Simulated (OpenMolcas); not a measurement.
# OH⁻ in OpenMolcas, from active space to Ω levels

Aim: the low electronic states of OH⁻, first without spin–orbit coupling and then as Ω levels, at one distance and along the bond.

Method: SA-CASSCF(6,4), XMS-CASPT2, RASSI; ANO-RCC-VTZP; program: OpenMolcas 26.06.

All values are calculated.

## (1) Set-up

C2 symmetry about the axis (a holds Σ, Δ, Γ; b holds Π, Φ, H; Σ⁺ and Σ⁻ are not told apart); roots by multiplicity and irrep: 3b 2, 1b 2, 1a 2, 3a 2.

Active shells: O 2p, H 1s.

m.inp reads:

```
&GATEWAY
Coord
2
angstrom
O 0.0 0.0 0.0
H 0.0 0.0 0.9680
Basis=ANO-RCC-VTZP
Group=XY
RX2C
AMFI
ANGMom
0.0 0.0 0.0
RICD
&SEWARD
&GUESSORB
&RASSCF
FileOrb=$CurrDir/o32.orb
Symmetry=2
Spin=3
nActEl=6 0 0
Inactive=2 0
RAS2=2 2
CIRoot=2 2 1
Linear
Iterations=120 100
OrbListing=Nothing
PRWF=0.15
>>COPY $Project.RasOrb $CurrDir/o32.orb
>>COPY $Project.rasscf.h5 $CurrDir/r32.h5
&CASPT2
XMultistate=all
Imaginary=0.2
IPEA=0.25
MaxIter=40
>>COPY $Project.JobMix JOB001
&RASSCF
FileOrb=$CurrDir/o12.orb
Symmetry=2
Spin=1
nActEl=6 0 0
Inactive=2 0
RAS2=2 2
CIRoot=2 2 1
Linear
Iterations=120 100
OrbListing=Nothing
PRWF=0.15
>>COPY $Project.RasOrb $CurrDir/o12.orb
>>COPY $Project.rasscf.h5 $CurrDir/r12.h5
&CASPT2
XMultistate=all
Imaginary=0.2
IPEA=0.25
MaxIter=40
>>COPY $Project.JobMix JOB002
&RASSCF
FileOrb=$CurrDir/o11.orb
Symmetry=1
Spin=1
nActEl=6 0 0
Inactive=2 0
RAS2=2 2
CIRoot=2 2 1
Linear
Iterations=120 100
OrbListing=Nothing
PRWF=0.15
>>COPY $Project.RasOrb $CurrDir/o11.orb
>>COPY $Project.rasscf.h5 $CurrDir/r11.h5
&CASPT2
XMultistate=all
Imaginary=0.2
IPEA=0.25
MaxIter=40
>>COPY $Project.JobMix JOB003
&RASSCF
FileOrb=$CurrDir/o31.orb
Symmetry=1
Spin=3
nActEl=6 0 0
Inactive=2 0
RAS2=2 2
CIRoot=2 2 1
Linear
Iterations=120 100
OrbListing=Nothing
PRWF=0.15
>>COPY $Project.RasOrb $CurrDir/o31.orb
>>COPY $Project.rasscf.h5 $CurrDir/r31.h5
&CASPT2
XMultistate=all
Imaginary=0.2
IPEA=0.25
MaxIter=40
>>COPY $Project.JobMix JOB004
&RASSI
Nr of JobIphs=4 2 2 2 2
1 2
1 2
1 2
1 2
SpinOrbit
EJob
Omega
MEES
MESO
Properties=4
'AngMom' 3 'Mltpl  1' 1 'Mltpl  1' 2 'Mltpl  1' 3
Thrs=1.0d-4
>>COPY $Project.rassi.h5 $CurrDir/so.h5
```

Each module block was a call of its own in one work directory; start orbitals came from a preliminary run.

Run with:

```bash
$ pymolcas m.inp
```

## (2) CASSCF and CASPT2, block by block

Further steps of the session: Spin–orbit coupling by RASSI.

What does the calculation give? Wanted: lowest spin-free state; next spin-free state; lowest level; next level; lowering by spin–orbit coupling.

As calculated:

```
                       quantity               value
         lowest spin-free state               (1)1Σ
           next spin-free state     (1)3Π, 2.853 eV
                   lowest level  Ω = 0, 100 % (1)1Σ
                     next level   Ω = 2, 22945 cm⁻¹
lowering by spin–orbit coupling              0 cm⁻¹
```

**Reading.** At 0.968 Å the lowest computed level has Ω = 0 and is 100 % (1)1Σ. For an anion a finite basis holds the extra electron even where it would leave, so these states may be resonances, unbound against the neutral molecule. Only the spin multiplicities and numbers of roots in the input were computed, so the list of states is not complete and the lowest one found need not be the ground state; labels number the states computed. The CASPT2 reference weights are uneven at 0.881, 1.065, 1.133, 0.833, 1.220, 1.355, 1.839, 2.226, 2.904 Å, so some states there carry less reliable energies.
